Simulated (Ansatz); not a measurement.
**One arrangement of a pair**

The pair of OH⁻ (SMILES [OH-], atoms 1–2) and C$_{2}$H$_{6}$ (SMILES CC, atoms 3–10), both closed shells, in one local arrangement (a lower one may exist), relaxed at PBE0-D4/def2-TZVPD:

```xyz
10
angstrom
O 0.1661 0.2023 -2.5956
H -0.4863 0.7003 -3.0985
C 0.6618 0.2073 0.4015
C -0.5672 -0.4270 1.0308
H 1.5533 -0.4048 0.5836
H 0.5174 0.3100 -0.6973
H 0.8545 1.1981 0.8318
H -1.4568 0.1814 0.8391
H -0.4819 -0.5595 2.1177
H -0.7609 -1.4080 0.5869
```

Computed with Ansatz 0.2.0 (basis: def2-TZVPPD, with def2-QZVPPD for the basis limit); correlated methods freeze the cores. B3LYP uses VWN-RPA correlation. Extrapolation: Hartree–Fock as exp(−7.88 √X), correlation as X^−2.97. Interaction energies count from these two fragments, frozen as in the pair, with the counterpoise correction; negative means bound.

Problem. What is the interaction energy by CCSD(T) at an estimated basis limit (MP2 extrapolated from triple and quadruple zeta, plus CCSD(T) − MP2 in triple zeta)? (To be estimated.)

Solution. Computed: -29.8 kJ/mol. Hartree–Fock alone gives -18.2 kJ/mol at the basis limit. It counts from the two fragments frozen as in the pair.

The same quantity by other methods in triple zeta, and each one's difference from that estimate:
```json
{"method": "PBE-D4", "E_int (kJ/mol)": "-34.4", "difference": "-4.6"}
{"method": "revPBE-D4", "E_int (kJ/mol)": "-33.4", "difference": "-3.5"}
{"method": "BLYP-D4", "E_int (kJ/mol)": "-31.2", "difference": "-1.4"}
{"method": "r2SCAN-D4", "E_int (kJ/mol)": "-32.4", "difference": "-2.6"}
{"method": "B97M-V", "E_int (kJ/mol)": "-30.7", "difference": "-0.8"}
{"method": "PBE0-D4", "E_int (kJ/mol)": "-33.8", "difference": "-3.9"}
{"method": "B3LYP-D4", "E_int (kJ/mol)": "-32.0", "difference": "-2.1"}
{"method": "HSE06-D4", "E_int (kJ/mol)": "-33.8", "difference": "-4.0"}
{"method": "wB97X-V", "E_int (kJ/mol)": "-29.5", "difference": "0.4"}
{"method": "wB97M-V", "E_int (kJ/mol)": "-30.4", "difference": "-0.5"}
{"method": "B2PLYP", "E_int (kJ/mol)": "-26.0", "difference": "3.8"}
{"method": "HF", "E_int (kJ/mol)": "-18.1", "difference": "11.8"}
{"method": "MP2", "E_int (kJ/mol)": "-26.3", "difference": "3.6"}
{"method": "CCSD", "E_int (kJ/mol)": "-26.0", "difference": "3.8"}
{"method": "CCSD(T)", "E_int (kJ/mol)": "-27.6", "difference": "2.2"}
```
Differences are method less estimate.

Problem. Which atoms make the shortest contact between the fragments?

Solution. O1 and H6, 1.93 Å apart.

Energy to bend the free fragments (PBE0-D4 minima) into their shapes in the pair, CCSD(T)/def2-TZVPPD: OH⁻ 0.0 kJ/mol; C$_{2}$H$_{6}$ 1.5 kJ/mol. This must be added to the interaction energy to get the binding energy from relaxed fragments.

Basis-set superposition shift (counterpoise-corrected less uncorrected): CCSD(T) 2.9; MP2 2.8; HF 0.1; PBE0-D4 0.5; wB97M-V 0.4 kJ/mol.

The T1 diagnostic stays at or below 0.026.

For scale, one of the runs: CCSD(T)/def2-TZVPPD, 233 basis functions, launched by `ansatz run in.yaml --threads 4 --pin off --events-out ev --progress --plain --max-ram 9574MiB`. Time: 64 s of wall clock on 4 CPU threads of an Arm Neoverse V2; the host was shared. Peak host memory: 4.3 GiB.
